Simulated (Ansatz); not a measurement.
A made-up structure of CH₅BN, doublet:

B1  (-0.352, 0.643, -0.752)
C2  (0.468, -0.057, 0.370)
N3  (0.448, -1.470, 0.440)
H4  (-1.278, 0.090, -1.268)
H5  (-0.107, 1.784, -1.014)
H6  (0.006, -0.170, -1.482)
H7  (1.482, 0.339, 0.481)
H8  (-0.525, -1.764, 0.561)
(Å)

It is relaxed with PBE-D4/def2-SVP and then PBE0-D4/def2-TZVP (Ansatz 0.2.0). Atoms count as bonded within 1.22 times the sum of their covalent radii (H–H: 0.88 Å). The end point is not checked to be a true minimum.

Question: Does its bonding change? (A judgement: the text doesn't fix the answer.)

Answer: Computed: No: no bond forms or breaks.

Where it ends: The first stage lowers the energy by 1.78 eV in 13 steps. It ends as CH₅BN ([BH3][CH][NH]):
```
8
angstrom
B -0.3171 0.4482 -1.0258
C 0.6510 -0.2262 0.1680
N 0.1946 -1.1653 0.8182
H -1.3926 -0.0911 -1.1062
H -0.3443 1.5797 -0.5787
H 0.4315 0.2372 -1.9620
H 1.6473 0.1858 0.3294
H -0.7278 -1.5738 0.6935
```

Labels in which every atom is bracketed show which atoms are joined, not bond orders.

For scale, one of the runs: PBE0-D4/def2-TZVP relaxation, 123 basis functions, launched by `ansatz run in.yaml --threads 2 --pin off --events-out ev --progress --plain --max-ram 4352MiB`. Hardware: 2 CPU threads of an Intel Xeon Platinum 8259CL, shared host. Wall time about 28 s.
